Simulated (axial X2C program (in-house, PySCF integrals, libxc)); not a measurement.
Outer orbitals of BO⁺ at 1.303 Å, HF

Computed with an in-house relativistic program for diatomic molecules. Spin-free means the one-electron spin-free X2C Hamiltonian; two-component (2c) means X2C with spin–orbit coupling and atomic mean-field two-electron Coulomb and Gaunt terms, so the difference of the two also holds small scalar two-electron terms. Basis: O dyall-av3z [7s6p3d2f], B dyall-v3z [7s6p2d1f] (cores contracted in-house); Gaussian nuclei, density fitting, unrestricted open shells. Masses: O 15.995 u, B 11.009 u.

The distance is close to the 2c PBE0 minimum; the highest filled and lowest empty levels are listed.

Spin-free orbitals, state M_S = 1, Λ = 1 (beyond evenly filled blocks: σα, π+α, π+β, π-α) (Löwdin shares):

```
symmetry  occupied  ε (eV)           atomic character
      σα       yes  -29.15   74% O p, 11% B s, 9% O s
      σβ       yes  -27.29   75% O p, 10% O s, 7% B s
     π-α       yes  -27.06   81% O p, 11% B p, 5% B d
     π+α       yes  -27.06   81% O p, 11% B p, 5% B d
     π+β       yes  -24.40   79% O p, 13% B p, 6% B d
      σα       yes  -23.57  41% B p, 40% B s, 11% O p
     π-β        no   -9.38   56% O p, 38% B p, 3% B d
      σβ        no   -8.54  46% B s, 28% B p, 12% O s
     π+α        no   -6.47  70% B p, 10% O p, 10% O d
     π-α        no   -6.47  70% B p, 10% O p, 10% O d
```

Spinors with spin–orbit coupling (state Ω = 2):

| ω | occupied | ε (eV) | atomic character | λ mixture |
| --- | --- | --- | --- | --- |
| 1/2 | yes | -29.15 | 74% O p, 11% B s, 9% O s | 100% σ |
| -1/2 | yes | -27.29 | 75% O p, 10% O s, 7% B s | 99% σ, 1% π |
| -1/2 | yes | -27.07 | 81% O p, 11% B p, 5% B d | 99% π, 1% σ |
| 3/2 | yes | -27.04 | 81% O p, 11% B p, 5% B d | 100% π |
| 1/2 | yes | -24.41 | 79% O p, 13% B p, 6% B d | 100% π |
| 1/2 | yes | -23.56 | 41% B p, 40% B s, 11% O p | 100% σ |
| -3/2 | no | -9.37 | 56% O p, 38% B p, 3% B d | 100% π |
| -1/2 | no | -8.54 | 46% B s, 28% B p, 12% O s | 100% σ |
| -1/2 | no | -6.47 | 70% B p, 10% O p, 10% O d | 100% π |
| 3/2 | no | -6.46 | 70% B p, 10% O p, 10% O d | 100% π |

Mulliken charges and populations of the two-component result (they depend on the basis, above all on diffuse functions):

O 0.11 e (s 3.80 p 4.05 d 0.03), B 0.89 e (s 3.08 p 0.93 d 0.09 f 0.02). ⟨Lz⟩ = 1.00 ħ and ⟨Sz⟩ = 1.00 ħ (0.49 and 0.51 on the two atoms), which add up to Ω.

One determinant describes the state; a PBE0 search over occupations chose it and may have missed a lower one. PBE0 can misorder states that lie within some tenths of an eV, so this need not be the ground state of the molecule. The nearest other spin-free determinant of the search, M_S = 0, Λ = 1, lies 0.08 eV up at the distance of the search. With several unpaired electrons one determinant need not be a pure state. A state of lower Ω lies just above, and one determinant can place such states too high, so the state shown need not be the lowest. The search has Ω = 1 only 0.08 eV up. Open-shell Ω = 0 determinants with evenly filled partner blocks cannot be reached by this program, so the Ω shown need not be the lowest component.
